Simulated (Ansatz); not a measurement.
The input, for Ansatz 0.2.0:

```yaml
crystal:
  periodic: [false, false, false]
  atoms:
    - {symbol: Zr, position_ang: [0.000000, 0.000000, 0.000000]}
    - {symbol: O, position_ang: [0.000000, 0.000000, 1.703661]}
basis:
  gaussian: {orbitals: def2-TZVPP}
magnetization: {spin_polarized: true, initial_magnetization: 2}
correlation: {method: ccsd_t, electrons: outside_noble_gas}
output: {forces: true}
```

```sh
$ ansatz run in.yaml --threads 1 --pin off --events-out ev --progress --plain --max-ram 4096MiB --backend cpu
```

The program prints:

```
583 factors; integrals over basis functions are off by at most 7.9e-4 eV
mean field evaluation 1: about -3296.1910 eV, gradient 4.2e1 eV
mean field evaluation 2: about -3296.2014 eV, gradient 4.2e1 eV
mean field evaluation 4: about -3303.7238 eV, gradient 3.3e0 eV
mean field evaluation 8: about -3303.9510 eV, gradient 3.6e-1 eV
mean field evaluation 16: about -3303.9554 eV, gradient 6.1e-5 eV
mean field evaluation 32: about -3303.9482 eV, gradient 4.1e-1 eV
mean field evaluation 64: about -3302.1031 eV, gradient 9.0e-1 eV
mean field evaluation 96: about -3303.1510 eV, gradient 5.2e0 eV
mean field evaluation 128: about -3300.6093 eV, gradient 1.8e0 eV
mean field evaluation 160: about -3303.9548 eV, gradient 1.2e-1 eV
...
cycle   7  -8.53854155 eV  change    5.5e-5 eV  update   2.0e-4
cycle   8  -8.53861247 eV  change   -7.1e-5 eV  update   8.3e-5
cycle   9  -8.53862464 eV  change   -1.2e-5 eV  update   3.1e-5
cycle  10  -8.53860214 eV  change    2.3e-5 eV  update   1.6e-5
cycle  11  -8.53861012 eV  change   -8.0e-6 eV  update   7.4e-6
cycle  12  -8.53861315 eV  change   -3.0e-6 eV  update   4.4e-6
cycle  13  -8.53861051 eV  change    2.6e-6 eV  update   2.4e-6
cycle  14  -8.53861134 eV  change   -8.3e-7 eV  update   1.5e-6
cycle  15  -8.53861124 eV  change    9.9e-8 eV  update   8.7e-7
cycle  16  -8.53861073 eV  change    5.2e-7 eV  update   5.2e-7
perturbative correction -0.54261918 eV, -0.0199408871 hartree
the calculation of the forces begins
Total energy: -3313.03664225 eV, -121.7518509458 hartree
Atom 0 at     0.000000     0.000000     0.000000 Å, force    -0.000000    -0.000000    -2.167837 eV/Å
Atom 1 at     0.000000     0.000000     1.703661 Å, force    -0.000000     0.000000     2.167837 eV/Å
Dipole moment:    -0.000000    -0.000000    -0.752600 e Å
```

Forces (eV/Å):
```
Zr   0.000  0.000 -2.168
O    0.000  0.000  2.168
```

Ran on 1 thread of AMD EPYC 7R13, shared host: 35 s wall, 0.67 GiB peak host memory.
